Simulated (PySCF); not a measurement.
Gas-phase reaction: Si2O2 + 4 SiCl3 → 2 SiOCl2 + 4 SiCl2

Computed with PySCF and rigid-rotor harmonic-oscillator thermochemistry at 1 bar. † marks an energy on the PBE0/def2-TZVP geometry and frequencies; other levels use their own. MP2 freezes the core. 6-31G* has spherical d functions here. Open shells (unrestricted): SiCl3 (multiplicity 2); the rest are closed-shell singlets. B3LYP is the form with VWN-RPA correlation. Si2O2, SiOCl2: computed as isolated molecules; such fragments, hydroxides, amides, oligomers or adducts are transient or little studied in the gas. MP2 isn't extrapolated to the basis-set limit.

```
level               ΔH°(298 K), kJ
------------------  --------------
B3LYP/6-31G*                   103
B3LYP/def2-TZVP†               102
BLYP/def2-TZVP†                  …
HF/def2-TZVP†                    …
MP2/def2-TZVPP†                  …
PBE/def2-SVP                   113
PBE0/def2-SVP†                 170
PBE0/def2-TZVP                 176
r2SCAN/def2-TZVP†                …
ωB97X-V/def2-TZVP†             164
```

Q: Fill in the missing entries.

A: 
- BLYP/def2-TZVP†, ΔH°(298 K), kJ: 44
- HF/def2-TZVP†, ΔH°(298 K), kJ: 310
- MP2/def2-TZVPP†, ΔH°(298 K), kJ: 148
- r2SCAN/def2-TZVP†, ΔH°(298 K), kJ: 199
